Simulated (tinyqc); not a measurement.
RHF in the sto-3g basis, for H2O, spin multiplicity 1, step by step (part 1 of 2). Computed by tinyqc, a small Python program that keeps every step (integrals from PySCF). Settings: charge = 0, multiplicity = 1, basis = sto-3g, energy threshold = 1e-09, iteration cap = 75, orthogonalisation = canonical, start = Wolfsberg-Helmholz matrix, DIIS depth = 4, method = RHF. Command: `OMP_NUM_THREADS=1 python tinyqc.py 23795 23796 out.jsonl` (the two numbers bound the seeds that draw the settings). One thread of a shared host (Intel(R) Xeon(R) Processor @ 2.60GHz), about 0.06 s of CPU time with the checks. Later iterations appear only in the table of the cycle.

## One-electron integrals

Geometry (angstrom):
```
atom         x          y         z
O     0.000000   0.000000  0.000000
H     0.000000   0.913000  0.742000
H     0.000000  -0.913000  0.742000
```

Basis sto-3g: exponents (1/bohr^2) and contraction coefficients of normalised primitives:
```
element  l (shell)    exponent  coefficient
O            s (1)  130.709320     0.154329
O            s (1)   23.808861     0.535328
O            s (1)    6.443608     0.444635
O            s (2)    5.033151    -0.099967
O            s (2)    1.169596     0.399513
O            s (2)    0.380389     0.700115
O            p (3)    5.033151     0.155916
O            p (3)    1.169596     0.607684
O            p (3)    0.380389     0.391957
H            s (1)    3.425251     0.154329
H            s (1)    0.623914     0.535328
H            s (1)    0.168855     0.444635
```

Overlap, kinetic and nuclear-attraction integrals over the contracted functions; the nuclear repulsion is the sum of Za Zb / Rab.

nuclear repulsion = 7.48648152 hartree

overlap S, order 1O 1s, 1O 2s, 1O 2px, 1O 2py, 1O 2pz, 2H 1s, 3H 1s:
$$\begin{pmatrix}
1.000000 & 0.236704 & 0.000000 & 0.000000 & 0.000000 & 0.032042 & 0.032042 \\
0.236704 & 1.000000 & 0.000000 & 0.000000 & 0.000000 & 0.343189 & 0.343189 \\
0.000000 & 0.000000 & 1.000000 & 0.000000 & 0.000000 & 0.000000 & 0.000000 \\
0.000000 & 0.000000 & 0.000000 & 1.000000 & 0.000000 & 0.241572 & -0.241572 \\
0.000000 & 0.000000 & 0.000000 & 0.000000 & 1.000000 & 0.196327 & 0.196327 \\
0.032042 & 0.343189 & 0.000000 & 0.241572 & 0.196327 & 1.000000 & 0.157569 \\
0.032042 & 0.343189 & 0.000000 & -0.241572 & 0.196327 & 0.157569 & 1.000000
\end{pmatrix}$$

kinetic energy T (hartree), order 1O 1s, 1O 2s, 1O 2px, 1O 2py, 1O 2pz, 2H 1s, 3H 1s:
$$\begin{pmatrix}
29.003200 & -0.168011 & 0.000000 & 0.000000 & 0.000000 & -0.008915 & -0.008915 \\
-0.168011 & 0.808128 & 0.000000 & 0.000000 & 0.000000 & 0.047247 & 0.047247 \\
0.000000 & 0.000000 & 2.528731 & 0.000000 & 0.000000 & 0.000000 & 0.000000 \\
0.000000 & 0.000000 & 0.000000 & 2.528731 & 0.000000 & 0.112321 & -0.112321 \\
0.000000 & 0.000000 & 0.000000 & 0.000000 & 2.528731 & 0.091284 & 0.091284 \\
-0.008915 & 0.047247 & 0.000000 & 0.112321 & 0.091284 & 0.760032 & -0.006891 \\
-0.008915 & 0.047247 & 0.000000 & -0.112321 & 0.091284 & -0.006891 & 0.760032
\end{pmatrix}$$

nuclear attraction V (hartree), order 1O 1s, 1O 2s, 1O 2px, 1O 2py, 1O 2pz, 2H 1s, 3H 1s:
$$\begin{pmatrix}
-61.518040 & -7.396015 & 0.000000 & 0.000000 & -0.012962 & -1.023989 & -1.023989 \\
-7.396015 & -9.948778 & 0.000000 & 0.000000 & -0.160270 & -2.575360 & -2.575360 \\
0.000000 & 0.000000 & -9.825178 & 0.000000 & 0.000000 & 0.000000 & 0.000000 \\
0.000000 & 0.000000 & 0.000000 & -9.916411 & 0.000000 & -1.586322 & 1.586322 \\
-0.012962 & -0.160270 & 0.000000 & 0.000000 & -9.885436 & -1.329299 & -1.329299 \\
-1.023989 & -2.575360 & 0.000000 & -1.586322 & -1.329299 & -5.059392 & -0.880887 \\
-1.023989 & -2.575360 & 0.000000 & 1.586322 & -1.329299 & -0.880887 & -5.059392
\end{pmatrix}$$

core Hamiltonian H = T + V (hartree), order 1O 1s, 1O 2s, 1O 2px, 1O 2py, 1O 2pz, 2H 1s, 3H 1s:
$$\begin{pmatrix}
-32.514840 & -7.564026 & 0.000000 & 0.000000 & -0.012962 & -1.032904 & -1.032904 \\
-7.564026 & -9.140650 & 0.000000 & 0.000000 & -0.160270 & -2.528112 & -2.528112 \\
0.000000 & 0.000000 & -7.296447 & 0.000000 & 0.000000 & 0.000000 & 0.000000 \\
0.000000 & 0.000000 & 0.000000 & -7.387680 & 0.000000 & -1.474001 & 1.474001 \\
-0.012962 & -0.160270 & 0.000000 & 0.000000 & -7.356705 & -1.238015 & -1.238015 \\
-1.032904 & -2.528112 & 0.000000 & -1.474001 & -1.238015 & -4.299360 & -0.887777 \\
-1.032904 & -2.528112 & 0.000000 & 1.474001 & -1.238015 & -0.887777 & -4.299360
\end{pmatrix}$$

## Two-electron integrals

Functions are numbered as in S; the eight-fold symmetry (ij|kl) = (ji|kl) = (kl|ij) leaves the list below.

Two-electron integrals (ij|kl) in chemists' order, unique and non-zero (hartree):
```
(11|11) 4.785065    (21|11) 0.741380    (21|21) 0.136873    (22|11) 1.118947
(22|21) 0.256633    (22|22) 0.817206    (31|31) 0.024477    (32|31) 0.037809
(32|32) 0.180518    (33|11) 1.115814    (33|21) 0.256684    (33|22) 0.817023
(33|33) 0.880159    (41|41) 0.024477    (42|41) 0.037809    (42|42) 0.180518
(43|43) 0.047444    (44|11) 1.115814    (44|21) 0.256684    (44|22) 0.817023
(44|33) 0.785270    (44|44) 0.880159    (51|51) 0.024477    (52|51) 0.037809
(52|52) 0.180518    (53|53) 0.047444    (54|54) 0.047444    (55|11) 1.115814
(55|21) 0.256684    (55|22) 0.817023    (55|33) 0.785270    (55|44) 0.785270
(55|55) 0.880159    (61|11) 0.101480    (61|21) 0.018596    (61|22) 0.034710
(61|33) 0.034643    (61|41) 0.000654    (61|42) 0.001235    (61|44) 0.034768
(61|51) 0.000531    (61|52) 0.001004    (61|54) 0.000102    (61|55) 0.034726
(61|61) 0.002558    (62|11) 0.272191    (62|21) 0.063322    (62|22) 0.226407
(62|33) 0.222382    (62|41) 0.003686    (62|42) 0.029384    (62|44) 0.229517
(62|51) 0.002996    (62|52) 0.023880    (62|54) 0.005798    (62|55) 0.227095
(62|61) 0.008789    (62|62) 0.080806    (63|31) 0.006310    (63|32) 0.037867
(63|43) 0.005940    (63|53) 0.004827    (63|63) 0.010928    (64|11) 0.160512
(64|21) 0.037794    (64|22) 0.144286    (64|33) 0.137903    (64|41) 0.008221
(64|42) 0.055379    (64|44) 0.154061    (64|51) 0.001554    (64|52) 0.014233
(64|54) 0.008304    (64|55) 0.140729    (64|61) 0.005452    (64|62) 0.062625
(64|64) 0.058919    (65|11) 0.130449    (65|21) 0.030716    (65|22) 0.117262
(65|33) 0.112075    (65|41) 0.001554    (65|42) 0.014233    (65|44) 0.115552
(65|51) 0.007572    (65|52) 0.049434    (65|54) 0.008765    (65|55) 0.124025
(65|61) 0.004431    (65|62) 0.050895    (65|64) 0.039002    (65|65) 0.042626
(66|11) 0.442646    (66|21) 0.104616    (66|22) 0.430975    (66|33) 0.414555
(66|41) 0.007199    (66|42) 0.081012    (66|44) 0.443908    (66|51) 0.005851
(66|52) 0.065839    (66|54) 0.023856    (66|55) 0.433943    (66|61) 0.014609
(66|62) 0.202633    (66|64) 0.179281    (66|65) 0.145703    (66|66) 0.774606
(71|11) 0.101480    (71|21) 0.018596    (71|22) 0.034710    (71|33) 0.034643
(71|41) -0.000654   (71|42) -0.001235   (71|44) 0.034768    (71|51) 0.000531
(71|52) 0.001004    (71|54) -0.000102   (71|55) 0.034726    (71|61) 0.002521
(71|62) 0.008521    (71|64) 0.004878    (71|65) 0.004301    (71|66) 0.014065
(71|71) 0.002558    (72|11) 0.272191    (72|21) 0.063322    (72|22) 0.226407
(72|33) 0.222382    (72|41) -0.003686   (72|42) -0.029384   (72|44) 0.229517
(72|51) 0.002996    (72|52) 0.023880    (72|54) -0.005798   (72|55) 0.227095
(72|61) 0.008521    (72|62) 0.064027    (72|64) 0.034597    (72|65) 0.039174
(72|66) 0.129044    (72|71) 0.008789    (72|72) 0.080806    (73|31) 0.006310
(73|32) 0.037867    (73|43) -0.005940   (73|53) 0.004827    (73|63) 0.008335
(73|73) 0.010928    (74|11) -0.160512   (74|21) -0.037794   (74|22) -0.144286
(74|33) -0.137903   (74|41) 0.008221    (74|42) 0.055379    (74|44) -0.154061
(74|51) -0.001554   (74|52) -0.014233   (74|54) 0.008304    (74|55) -0.140729
(74|61) -0.004878   (74|62) -0.034597   (74|64) -0.010820   (74|65) -0.020776
(74|66) -0.064185   (74|71) -0.005452   (74|72) -0.062625   (74|74) 0.058919
(75|11) 0.130449    (75|21) 0.030716    (75|22) 0.117262    (75|33) 0.112075
(75|41) -0.001554   (75|42) -0.014233   (75|44) 0.115552    (75|51) 0.007572
(75|52) 0.049434    (75|54) -0.008765   (75|55) 0.124025    (75|61) 0.004301
(75|62) 0.039174    (75|64) 0.020776    (75|65) 0.031954    (75|66) 0.085914
(75|71) 0.004431    (75|72) 0.050895    (75|74) -0.039002   (75|75) 0.042626
(76|11) 0.087018    (76|21) 0.020451    (76|22) 0.080048    (76|33) 0.078091
(76|44) 0.079602    (76|51) 0.001470    (76|52) 0.014268    (76|55) 0.082360
(76|61) 0.002810    (76|62) 0.028781    (76|64) 0.019459    (76|65) 0.020407
(76|66) 0.077264    (76|71) 0.002810    (76|72) 0.028781    (76|74) -0.019459
(76|75) 0.020407    (76|76) 0.013192    (77|11) 0.442646    (77|21) 0.104616
(77|22) 0.430975    (77|33) 0.414555    (77|41) -0.007199   (77|42) -0.081012
(77|44) 0.443908    (77|51) 0.005851    (77|52) 0.065839    (77|54) -0.023856
(77|55) 0.433943    (77|61) 0.014065    (77|62) 0.129044    (77|64) 0.064185
(77|65) 0.085914    (77|66) 0.287952    (77|71) 0.014609    (77|72) 0.202633
(77|74) -0.179281   (77|75) 0.145703    (77|76) 0.077264    (77|77) 0.774606
```

## Orthogonalisation

S = U s U^T; canonical form X = U s^(-1/2), so that X^T S X = 1. Each column of U has its largest component positive (the first on a tie).

eigenvalues of S: [0.480553, 0.570615, 0.884820, 1.000000, 1.105060, 1.271816, 1.687136]

X, order 1O 1s, 1O 2s, 1O 2px, 1O 2py, 1O 2pz, 2H 1s, 3H 1s:
$$\begin{pmatrix}
-0.372136 & 0.000000 & 0.715877 & 0.000000 & 0.614672 & 0.000000 & 0.192443 \\
0.983394 & 0.000000 & -0.294907 & 0.000000 & 0.317069 & 0.000000 & 0.453661 \\
0.000000 & 0.000000 & 0.000000 & 1.000000 & 0.000000 & 0.000000 & 0.000000 \\
0.000000 & 0.824223 & 0.000000 & 0.000000 & 0.000000 & 0.693889 & 0.000000 \\
0.465556 & 0.000000 & 0.672903 & 0.000000 & -0.610857 & 0.000000 & 0.221600 \\
-0.615891 & -0.732514 & -0.197389 & 0.000000 & -0.163443 & 0.390381 & 0.387796 \\
-0.615891 & 0.732514 & -0.197389 & 0.000000 & -0.163443 & -0.390381 & 0.387796
\end{pmatrix}$$

## Starting guess

The start is the generalised Wolfsberg-Helmholz matrix (K = 1.75) built on H; D = 2 C_occ C_occ^T.

D at the start, order 1O 1s, 1O 2s, 1O 2px, 1O 2py, 1O 2pz, 2H 1s, 3H 1s:
$$\begin{pmatrix}
2.073997 & -0.313054 & 0.000000 & 0.000000 & 0.088103 & -0.125177 & -0.125177 \\
-0.313054 & 1.392617 & 0.000000 & 0.000000 & -0.324334 & 0.349853 & 0.349853 \\
0.000000 & 0.000000 & 2.000000 & 0.000000 & 0.000000 & 0.000000 & 0.000000 \\
0.000000 & 0.000000 & 0.000000 & 1.607734 & 0.000000 & 0.305037 & -0.305037 \\
0.088103 & -0.324334 & 0.000000 & 0.000000 & 1.858791 & 0.124161 & 0.124161 \\
-0.125177 & 0.349853 & 0.000000 & 0.305037 & 0.124161 & 0.170643 & 0.054892 \\
-0.125177 & 0.349853 & 0.000000 & -0.305037 & 0.124161 & 0.054892 & 0.170643
\end{pmatrix}$$

## Iteration 1: building the Fock matrix

J_ij = sum D_kl (ij|kl), K_ij = sum D_kl (ik|jl); F = H + J - 0.5 K; E = tr D H + tr D J / 2 - 0.25 tr D K + E_nn.

Coulomb J (hartree), order 1O 1s, 1O 2s, 1O 2px, 1O 2py, 1O 2pz, 2H 1s, 3H 1s:
$$\begin{pmatrix}
17.869270 & 3.391106 & 0.000000 & 0.000000 & -0.008471 & 0.460850 & 0.460850 \\
3.391106 & 8.453961 & 0.000000 & 0.000000 & -0.011566 & 2.299544 & 2.299544 \\
0.000000 & 0.000000 & 8.441597 & 0.000000 & 0.000000 & 0.000000 & 0.000000 \\
0.000000 & 0.000000 & 0.000000 & 8.445922 & 0.000000 & 1.452809 & -1.452809 \\
-0.008471 & -0.011566 & 0.000000 & 0.000000 & 8.451219 & 1.181942 & 1.181942 \\
0.460850 & 2.299544 & 0.000000 & 1.452809 & 1.181942 & 4.381204 & 0.807968 \\
0.460850 & 2.299544 & 0.000000 & -1.452809 & 1.181942 & 0.807968 & 4.381204
\end{pmatrix}$$

exchange K (hartree), order 1O 1s, 1O 2s, 1O 2px, 1O 2py, 1O 2pz, 2H 1s, 3H 1s:
$$\begin{pmatrix}
9.761869 & 1.712279 & 0.000000 & 0.000000 & 0.007849 & 0.239275 & 0.239275 \\
1.712279 & 2.615508 & 0.000000 & 0.000000 & -0.104713 & 0.851024 & 0.851024 \\
0.000000 & 0.000000 & 2.267394 & 0.000000 & 0.000000 & 0.000000 & 0.000000 \\
0.000000 & 0.000000 & 0.000000 & 2.161031 & 0.000000 & 0.509862 & -0.509862 \\
0.007849 & -0.104713 & 0.000000 & 0.000000 & 2.241419 & 0.378597 & 0.378597 \\
0.239275 & 0.851024 & 0.000000 & 0.509862 & 0.378597 & 0.715143 & 0.271298 \\
0.239275 & 0.851024 & 0.000000 & -0.509862 & 0.378597 & 0.271298 & 0.715143
\end{pmatrix}$$

Fock matrix F (hartree), order 1O 1s, 1O 2s, 1O 2px, 1O 2py, 1O 2pz, 2H 1s, 3H 1s:
$$\begin{pmatrix}
-19.526504 & -5.029059 & 0.000000 & 0.000000 & -0.025358 & -0.691691 & -0.691691 \\
-5.029059 & -1.994443 & 0.000000 & 0.000000 & -0.119479 & -0.654080 & -0.654080 \\
0.000000 & 0.000000 & 0.011453 & 0.000000 & 0.000000 & 0.000000 & 0.000000 \\
0.000000 & 0.000000 & 0.000000 & -0.022273 & 0.000000 & -0.276123 & 0.276123 \\
-0.025358 & -0.119479 & 0.000000 & 0.000000 & -0.026196 & -0.245372 & -0.245372 \\
-0.691691 & -0.654080 & 0.000000 & -0.276123 & -0.245372 & -0.275727 & -0.215458 \\
-0.691691 & -0.654080 & 0.000000 & 0.276123 & -0.245372 & -0.215458 & -0.275727
\end{pmatrix}$$

total energy of this density = -74.37951880 hartree

## Iteration 1: diagonalisation and new density

Diagonalise F' = X^T F X, C = X C', fill 5 alpha and 5 beta electrons from the bottom; D = 2 C_occ C_occ^T. Each column has its largest component positive (the first on a tie).

F' = X^T F X (hartree):
$$\begin{pmatrix}
-0.199079 & 0.000000 & 2.268754 & 0.000000 & 2.105831 & 0.000000 & 0.794993 \\
0.000000 & 0.587033 & 0.000000 & 0.000000 & 0.000000 & 0.124736 & 0.000000 \\
2.268754 & 0.000000 & -7.715079 & 0.000000 & -8.359649 & 0.000000 & -3.907121 \\
0.000000 & 0.000000 & 0.000000 & 0.011453 & 0.000000 & 0.000000 & 0.000000 \\
2.105831 & 0.000000 & -8.359649 & 0.000000 & -9.193452 & 0.000000 & -4.431905 \\
0.000000 & 0.124736 & 0.000000 & 0.000000 & 0.000000 & -0.328280 & 0.000000 \\
0.794993 & 0.000000 & -3.907121 & 0.000000 & -4.431905 & 0.000000 & -2.938050
\end{pmatrix}$$

orbital energies (hartree): MO1 -19.536634, MO2 -0.886578, MO3 -0.344974, MO4 -0.116366, MO5 0.011453, MO6 0.493917, MO7 0.603727

coefficients C, order 1O 1s, 1O 2s, 1O 2px, 1O 2py, 1O 2pz, 2H 1s, 3H 1s:
$$\begin{pmatrix}
0.993832 & -0.215331 & 0.000000 & 0.127761 & 0.000000 & -0.124213 & 0.000000 \\
0.026215 & 0.763095 & 0.000000 & -0.581334 & 0.000000 & 0.662891 & 0.000000 \\
0.000000 & 0.000000 & 0.000000 & 0.000000 & 1.000000 & 0.000000 & 0.000000 \\
0.000000 & 0.000000 & 0.578421 & 0.000000 & 0.000000 & 0.000000 & 0.908986 \\
0.003195 & 0.141193 & 0.000000 & 0.733117 & 0.000000 & 0.731019 & 0.000000 \\
-0.004736 & 0.250773 & 0.484102 & 0.297321 & 0.000000 & -0.666388 & -0.674255 \\
-0.004736 & 0.250773 & -0.484102 & 0.297321 & 0.000000 & -0.666388 & 0.674255
\end{pmatrix}$$

D after iteration 1, order 1O 1s, 1O 2s, 1O 2px, 1O 2py, 1O 2pz, 2H 1s, 3H 1s:
$$\begin{pmatrix}
2.100786 & -0.425074 & 0.000000 & 0.000000 & 0.132873 & -0.041441 & -0.041441 \\
-0.425074 & 1.841899 & 0.000000 & 0.000000 & -0.636715 & 0.036793 & 0.036793 \\
0.000000 & 0.000000 & 2.000000 & 0.000000 & 0.000000 & 0.000000 & 0.000000 \\
0.000000 & 0.000000 & 0.000000 & 0.669141 & 0.000000 & 0.560029 & -0.560029 \\
0.132873 & -0.636715 & 0.000000 & 0.000000 & 1.114812 & 0.506727 & 0.506727 \\
-0.041441 & 0.036793 & 0.000000 & 0.560029 & 0.506727 & 0.771328 & -0.166091 \\
-0.041441 & 0.036793 & 0.000000 & -0.560029 & 0.506727 & -0.166091 & 0.771328
\end{pmatrix}$$

## Iteration 2: building the Fock matrix

As before.

Coulomb J (hartree), order 1O 1s, 1O 2s, 1O 2px, 1O 2py, 1O 2pz, 2H 1s, 3H 1s:
$$\begin{pmatrix}
17.006446 & 3.192844 & 0.000000 & 0.000000 & -0.013923 & 0.433893 & 0.433893 \\
3.192844 & 7.955999 & 0.000000 & 0.000000 & 0.012425 & 2.212568 & 2.212568 \\
0.000000 & 0.000000 & 7.968588 & 0.000000 & 0.000000 & 0.000000 & 0.000000 \\
0.000000 & 0.000000 & 0.000000 & 7.931356 & 0.000000 & 1.415222 & -1.415222 \\
-0.013923 & 0.012425 & 0.000000 & 0.000000 & 7.944317 & 1.163031 & 1.163031 \\
0.433893 & 2.212568 & 0.000000 & 1.415222 & 1.163031 & 4.485778 & 0.799880 \\
0.433893 & 2.212568 & 0.000000 & -1.415222 & 1.163031 & 0.799880 & 4.485778
\end{pmatrix}$$

exchange K (hartree), order 1O 1s, 1O 2s, 1O 2px, 1O 2py, 1O 2pz, 2H 1s, 3H 1s:
$$\begin{pmatrix}
9.758409 & 1.642829 & 0.000000 & 0.000000 & 0.005612 & 0.234915 & 0.234915 \\
1.642829 & 2.498087 & 0.000000 & 0.000000 & -0.220242 & 0.814472 & 0.814472 \\
0.000000 & 0.000000 & 2.238439 & 0.000000 & 0.000000 & 0.000000 & 0.000000 \\
0.000000 & 0.000000 & 0.000000 & 1.551725 & 0.000000 & 0.564403 & -0.564403 \\
0.005612 & -0.220242 & 0.000000 & 0.000000 & 1.791809 & 0.465473 & 0.465473 \\
0.234915 & 0.814472 & 0.000000 & 0.564403 & 0.465473 & 1.136830 & 0.249340 \\
0.234915 & 0.814472 & 0.000000 & -0.564403 & 0.465473 & 0.249340 & 1.136830
\end{pmatrix}$$

Fock matrix F (hartree), order 1O 1s, 1O 2s, 1O 2px, 1O 2py, 1O 2pz, 2H 1s, 3H 1s:
$$\begin{pmatrix}
-20.387598 & -5.192596 & 0.000000 & 0.000000 & -0.029690 & -0.716468 & -0.716468 \\
-5.192596 & -2.433694 & 0.000000 & 0.000000 & -0.037724 & -0.722781 & -0.722781 \\
0.000000 & 0.000000 & -0.447078 & 0.000000 & 0.000000 & 0.000000 & 0.000000 \\
0.000000 & 0.000000 & 0.000000 & -0.232187 & 0.000000 & -0.340981 & 0.340981 \\
-0.029690 & -0.037724 & 0.000000 & 0.000000 & -0.308293 & -0.307720 & -0.307720 \\
-0.716468 & -0.722781 & 0.000000 & -0.340981 & -0.307720 & -0.381997 & -0.212568 \\
-0.716468 & -0.722781 & 0.000000 & 0.340981 & -0.307720 & -0.212568 & -0.381997
\end{pmatrix}$$

total energy of this density = -74.88552381 hartree

## Iteration 2: DIIS over 2 matrices

error matrix X^T (FDS - SDF) X:
$$\begin{pmatrix}
0.000000 & 0.000000 & 0.144169 & 0.000000 & 0.020716 & 0.000000 & -0.176664 \\
0.000000 & 0.000000 & 0.000000 & 0.000000 & 0.000000 & -0.091193 & 0.000000 \\
-0.144169 & 0.000000 & 0.000000 & 0.000000 & 0.026572 & 0.000000 & -0.061085 \\
0.000000 & 0.000000 & 0.000000 & 0.000000 & 0.000000 & 0.000000 & 0.000000 \\
-0.020716 & 0.000000 & -0.026572 & 0.000000 & 0.000000 & 0.000000 & 0.023784 \\
0.000000 & 0.091193 & 0.000000 & 0.000000 & 0.000000 & 0.000000 & 0.000000 \\
0.176664 & 0.000000 & 0.061085 & 0.000000 & -0.023784 & 0.000000 & 0.000000
\end{pmatrix}$$

B (overlaps of the stored error matrices):
$$\begin{pmatrix}
1.7746995e+00 & -9.0296560e-02 \\
-9.0296560e-02 & 1.3148596e-01
\end{pmatrix}$$

Minimise |sum c_i e_i|^2 with sum c_i = 1: solve [B -1; -1 0][c; lambda] = [0; -1] with B_ij = tr e_i^T e_j, and take F = sum c_i F_i.

DIIS coefficients: [0.106280, 0.893720]

extrapolated F (hartree), order 1O 1s, 1O 2s, 1O 2px, 1O 2py, 1O 2pz, 2H 1s, 3H 1s:
$$\begin{pmatrix}
-20.296081 & -5.175216 & 0.000000 & 0.000000 & -0.029230 & -0.713835 & -0.713835 \\
-5.175216 & -2.387010 & 0.000000 & 0.000000 & -0.046413 & -0.715479 & -0.715479 \\
0.000000 & 0.000000 & -0.398346 & 0.000000 & 0.000000 & 0.000000 & 0.000000 \\
0.000000 & 0.000000 & 0.000000 & -0.209877 & 0.000000 & -0.334088 & 0.334088 \\
-0.029230 & -0.046413 & 0.000000 & 0.000000 & -0.278312 & -0.301094 & -0.301094 \\
-0.713835 & -0.715479 & 0.000000 & -0.334088 & -0.301094 & -0.370703 & -0.212875 \\
-0.713835 & -0.715479 & 0.000000 & 0.334088 & -0.301094 & -0.212875 & -0.370703
\end{pmatrix}$$
